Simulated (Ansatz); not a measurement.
Born–Oppenheimer molecular dynamics of BHN (3 atoms, charge 0, multiplicity 2). It starts from a relaxed structure.

Theory: UKS r2SCANh/def2-SVP in Ansatz.

```json
{
  "ensemble": "NVT, Langevin thermostat",
  "time step": "0.5 fs",
  "steps asked": "250",
  "set temperature": "2000 K",
  "friction": "0.01 /fs",
  "seed": "414451"
}
```

First frame:

```xyz
3
Properties=species:S:1:pos:R:3
B 1.009 -0.215 0.533
N -0.071 0.013 -0.038
H -0.938 0.202 -0.495
```

**Question.** How far do the bonds stretch over the last three quarters of this one trajectory? (Pairs bonded in most of those frames.)

**Answer.** 
| bond | mean (Å) | spread (Å) | shortest | longest |
| --- | --- | --- | --- | --- |
| B1–N2 | 1.265 | 0.047 | 1.18 | 1.35 |
| N2–H3 | 1.018 | 0.055 | 0.90 | 1.14 |

Mean temperature of the second half: 848 K. The mean temperature of the second half is 58 % below the set value. A run of 0.12 ps of so small a system gives no equilibrium averages.

Time of the run: 3.4 min on 1 thread of Arm Neoverse V2, on a shared host, peak memory 0.11 GiB.
